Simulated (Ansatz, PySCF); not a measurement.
thiophene cation (C4H4S), SMILES c1sccc1 (connectivity only; charge and spin as stated), charge +1, multiplicity 2. Atoms are numbered in the order given.

```xyz
9

C      0.5409    -1.3898     0.0000
C     -0.8305    -1.2243     0.0000
C     -1.1977     0.1537     0.0000
S      0.1606     1.2235     0.0000
C      1.2253    -0.1387     0.0000
H      1.0644    -2.3476     0.0000
H     -1.5668    -2.0300     0.0000
H     -2.2156     0.5547     0.0000
H      2.3094     0.0085     0.0000
```
Charge +1, spin multiplicity 2.

The structure is a stationary point at B3LYP-D3(BJ)/def2-SVP. The multiplicity is an assumed one; no other spin state was optimised.

Two levels are set side by side: PBE-D3(BJ)/def2-SVP (Ansatz, a first-principles code) and B3LYP-D3(BJ)/def2-SVP (Ansatz). Each level has its own optimised geometry; the coordinates shown are those of the second. Frequencies come from the Hessian of PySCF at each geometry. Differences are taken from unrounded values.

```tsv
quantity	B3LYP-D3(BJ)	PBE-D3(BJ)	PBE-D3(BJ) minus B3LYP-D3(BJ)
mean bond length (Å)	1.340	1.347	0.007
bond C1–C2 (Å)	1.381	1.388	0.006
bond C1–C5 (Å)	1.426	1.432	0.006
bond C2–C3 (Å)	1.426	1.432	0.006
bond C3–S4 (Å)	1.729	1.734	0.005
bond S4–C5 (Å)	1.729	1.734	0.005
bond C1–H6 (Å)	1.092	1.100	0.008
bond C2–H7 (Å)	1.092	1.100	0.008
bond C3–H8 (Å)	1.094	1.102	0.008
bond C5–H9 (Å)	1.094	1.102	0.008
highest harmonic wavenumber (cm⁻¹)	3241	3176	-66
mean harmonic wavenumber (cm⁻¹)	1364	1326	-38
zero-point energy (kcal/mol)	40.94	39.80	-1.14
```

Exact exchange shortens and stiffens bonds; PBE has none. Differences between two approximate levels are no errors against the true value.
